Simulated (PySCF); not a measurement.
Bonds (- single, = double, # triple, : aromatic): C1-C2 1.514 Å, C2-F3 1.386 Å, C2-C4 1.495 Å, C4=C5 1.329 Å, C5-F6 1.332 Å. C1 carries H7, H8, H9; C2 carries H10; C4 carries H11; C5 carries H12. Stereochemistry as in C[C@H](F)/C=C\F.

Geometry: PBE0-D3(BJ)/def2-SVP; GIAO shifts from PySCF 2.14.0 with density-fitted response routines, gas phase, non-relativistic, averaged over equivalent atoms.

At PBE0/STO-3G (36 basis functions, 2.5 s wall time on 1 thread of an Arm Neoverse V2, shared host):
| atoms | δ (ppm) |
| --- | --- |
| C5 | 121.8 |
| C4 | 94.9 |
| C2 | 61.5 |
| C1 | 19.8 |
| F6 | -18.3 |
| F3 | -123.9 |
| H12 | 5.75 |
| H11 | 4.72 |
| H10 | 2.86 |
| H7/H8/H9 | 0.92 |

Chemical shifts δ = σref − σ; ¹³C (σ = 234.69 ppm), ¹H (σ = 32.60 ppm) against TMS; ¹⁹F (σ = 304.40 ppm) vs CFCl3, all at this level.

Q: What do these become at PBE0/cc-pVDZ?

A: 
| atoms | δ at PBE0/cc-pVDZ | change |
| --- | --- | --- |
| C5 | 147.4 | +25.6 |
| C4 | 115.2 | +20.3 |
| C2 | 79.7 | +18.2 |
| C1 | 23.9 | +4.1 |
| F6 | -105.1 | -86.8 |
| F3 | -184.1 | -60.2 |
| H12 | 6.34 | +0.59 |
| H11 | 4.83 | +0.11 |
| H10 | 5.47 | +2.61 |
| H7/H8/H9 | 1.21 | +0.29 |

Scale: TMS for ¹³C (196.75 ppm) and ¹H (31.29 ppm); ¹⁹F (200.93 ppm) against CFCl3 (reference shieldings calculated alike).

The largest change is at F6 (vinylic fluorine). Cost: 114 basis functions, 13 s wall time on 1 thread of an Arm Neoverse N1, shared host. The order of the carbon signals is the same at both levels.

Unscaled 19F shifts against computed CFCl3 carry errors that often reach 10 to 50 ppm.
